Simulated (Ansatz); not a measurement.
# C4H7NO: how energies converge with the basis set

One table from this session's results is given with a row withheld; the runs are named, their logs left out.

Computed with Ansatz 0.2.0, Gaussian basis. Level: one geometry, several basis sets.

Plan: PBE0-D4/def2-SVP; ωB97M-V/def2-SVP; PBE0-D4/def2-QZVPP; ωB97M-V/def2-QZVPP; the functionals' def2-TZVPP values are taken from earlier runs.

### The geometry

All runs share one geometry, relaxed beforehand with PBE0-D4 in a triple-zeta def2 set.

SMILES `O=C1CCCN1`, 13 atoms, charge 0, spin multiplicity 1.

Atoms are counted from 1 here; the program's logs count them from 0.

Bond lengths: O1–C2 1.209 Å, C2–C3 1.520 Å, C2–N6 1.361 Å, C3–C4 1.525 Å, C3–H7 1.095 Å, C3–H8 1.089 Å, C4–C5 1.533 Å, C4–H9 1.092 Å, C4–H10 1.090 Å, C5–N6 1.443 Å, C5–H11 1.092 Å, C5–H12 1.098 Å, N6–H13 1.006 Å. Angles: O1–C2–C3 127.4°, O1–C2–N6 126.0°, C3–C2–N6 106.7°, C2–C3–C4 104.4°, C2–C3–H7 107.3°, C2–C3–H8 110.5°, C4–C3–H7 112.3°, C4–C3–H8 114.7°, H7–C3–H8 107.5°, C3–C4–C5 103.8°, C3–C4–H9 109.9°, C3–C4–H10 113.8°, C5–C4–H9 109.3°, C5–C4–H10 112.1°, H9–C4–H10 107.8°, C4–C5–N6 102.3°, C4–C5–H11 112.3°, C4–C5–H12 111.4° and more.

The first run:

File in.yaml:

```yaml
crystal:
  periodic: [false, false, false]
  atoms:
    - {symbol: O, position_ang: [1.161306, 1.637010, -1.619744]}
    - {symbol: C, position_ang: [0.610925, 0.895421, -0.839746]}
    - {symbol: C, position_ang: [0.232491, -0.559692, -1.060773]}
    - {symbol: C, position_ang: [-0.132744, -1.071543, 0.328028]}
    - {symbol: C, position_ang: [-0.566244, 0.190960, 1.082199]}
    - {symbol: N, position_ang: [0.189148, 1.222405, 0.412389]}
    - {symbol: H, position_ang: [-0.621305, -0.572673, -1.745855]}
    - {symbol: H, position_ang: [1.047421, -1.096633, -1.544279]}
    - {symbol: H, position_ang: [0.750287, -1.494947, 0.811940]}
    - {symbol: H, position_ang: [-0.910546, -1.834983, 0.325311]}
    - {symbol: H, position_ang: [-0.322784, 0.142994, 2.145936]}
    - {symbol: H, position_ang: [-1.647385, 0.359540, 0.991379]}
    - {symbol: H, position_ang: [0.209441, 2.182133, 0.713223]}
basis:
  gaussian: {orbitals: def2-SVP}
hamiltonian: {xc: pbe0, dispersion: d4}
output: {orbitals: {seedname: orbitals}}
```

Command:

```bash
ansatz run in.yaml --threads 4 --pin off --events-out ev --progress --plain --max-ram 10444MiB
```

Steps of the session up to this table: PBE0-D4 in def2-SVP; ωB97M-V in def2-SVP; PBE0-D4 in def2-QZVPP; ωB97M-V in def2-QZVPP.

One of the session's tables, all rows but one given; the rest of the session is left out.

It belongs to the step «Functionals by basis». 

```
functional       basis  HOMO (eV)  LUMO (eV)
   PBE0-D4    def2-SVP      -6.91       1.14
   PBE0-D4  def2-TZVPP      -7.09       0.84
   PBE0-D4  def2-QZVPP      -7.13       0.43
   ωB97M-V    def2-SVP      -9.30       3.17
   ωB97M-V  def2-TZVPP          ?          ?
   ωB97M-V  def2-QZVPP      -9.52       1.52
```

Q: Estimate the row for ωB97M-V, def2-TZVPP from the others.

As computed: HOMO (eV): -9.48; LUMO (eV): 2.31. In the column «HOMO (eV)» it lies between ωB97M-V, def2-QZVPP (-9.52) and ωB97M-V, def2-SVP (-9.30).
